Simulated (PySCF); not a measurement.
Reaction (SMILES): C#CC → C1=CC1
B3LYP-D3(BJ)/def2-TZVP geometries, fixed; electronic energies without zero-point terms.
Largest species:
```xyz
7

C     -0.0011    -0.0004     0.2181
C     -0.0068    -0.0029     1.4176
C      0.0060     0.0025    -1.2360
H     -0.0119    -0.0051     2.4795
H      0.0152     1.0232    -1.6237
H      0.8874    -0.5130    -1.6226
H     -0.8790    -0.5002    -1.6311
```

Effect of the auxiliary basis of density fitting at r2SCAN/def2-SVP with PySCF, against the last row, where the isomerisation energy is 18.41 kcal/mol.

| setting | fitting functions, largest species | largest shift of a total energy (mEh) | shift of the isomerisation energy (kcal/mol) |
|---|---|---|---|
| density fitting: autoaux | 413 | -0.060 | -0.030 |
| density fitting: def2-universal-jkfit | 297 | -0.052 | -0.006 |
| density fitting: cc-pvtz-jkfit | 357 | -0.072 | 0.006 |
| density fitting: cc-pvqz-jkfit | 522 | -0.031 | -0.003 |
| density fitting: weigend | 191 | -0.121 | 0.010 |
| density fitting: none | - | 0.000 | 0.000 |

Within 0.02 kcal/mol in the isomerisation energy: density fitting: def2-universal-jkfit; density fitting: cc-pvtz-jkfit; density fitting: cc-pvqz-jkfit; density fitting: weigend. The largest shift is 0.121 mEh in a total energy and 0.030 kcal/mol in the difference.
